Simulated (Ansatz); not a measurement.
# CH7NO: the cost of one run

Program: Ansatz 0.2.0. Level of theory: the levels named in each step. These are calculated values, not measurements.

## (1) The structure to begin with

Bond lengths: C1–N2 1.456 Å, C1–H4 1.098 Å, C1–H5 1.090 Å, C1–H6 1.089 Å, N2–H7 1.015 Å, N2–H8 1.014 Å, O3–H9 0.974 Å, O3–H10 0.958 Å. Angles: C1–N2–H7 110.3°, C1–N2–H8 110.4°, H7–N2–H8 107.5°, N2–C1–H4 114.1°, N2–C1–H5 108.6°, N2–C1–H6 108.7°, H4–C1–H5 107.7°, H4–C1–H6 109.1°, H5–C1–H6 108.6°, H9–O3–H10 106.4°.

As a file:

```xyz
10

C     0.5328   -0.6258    1.4959
N     0.4608   -0.7900    0.0510
O    -0.8897    1.2707   -1.3857
H     1.0469   -1.4453    2.0145
H    -0.4821   -0.5693    1.8897
H     1.0435    0.3106    1.7152
H     1.3943   -0.8396   -0.3448
H    -0.0169   -1.6535   -0.1835
H    -0.4236    0.5651   -0.9019
H    -1.1950    1.8950   -0.7256
```

## (2) A rough first relaxation, PBE-D4/def2-SVP

File input.yaml:

```yaml
crystal:
  periodic: [false, false, false]
  atoms:
    - { symbol: C, position_ang: [0.5328, -0.6258, 1.49586] }
    - { symbol: "N", position_ang: [0.46078, -0.79003, 0.05097] }
    - { symbol: O, position_ang: [-0.88971, 1.27071, -1.38573] }
    - { symbol: H, position_ang: [1.04685, -1.44529, 2.01445] }
    - { symbol: H, position_ang: [-0.48213, -0.56926, 1.88967] }
    - { symbol: H, position_ang: [1.04352, 0.31061, 1.71521] }
    - { symbol: H, position_ang: [1.39426, -0.83964, -0.34482] }
    - { symbol: H, position_ang: [-0.01686, -1.65346, -0.18346] }
    - { symbol: H, position_ang: [-0.42364, 0.56508, -0.90191] }
    - { symbol: H, position_ang: [-1.19496, 1.89503, -0.72561] }
basis:
  gaussian: { orbitals: def2-SVP }
hamiltonian:
  xc: pbe
  dispersion: d4
relax:
  f_tol: 0.03
  max_steps: 200
```

Run with:

```
> ansatz run input.yaml --threads 2 --pin off --max-ram 5120MiB --backend cpu --events-out ev --progress --plain --runs-dir out
```

**Question.** How long does this run take on 2 threads of Oxide Virtual Turin-like (Zen 5), shared host, and how much memory does it need?

About 24 s, with a peak of 0.15 GiB.
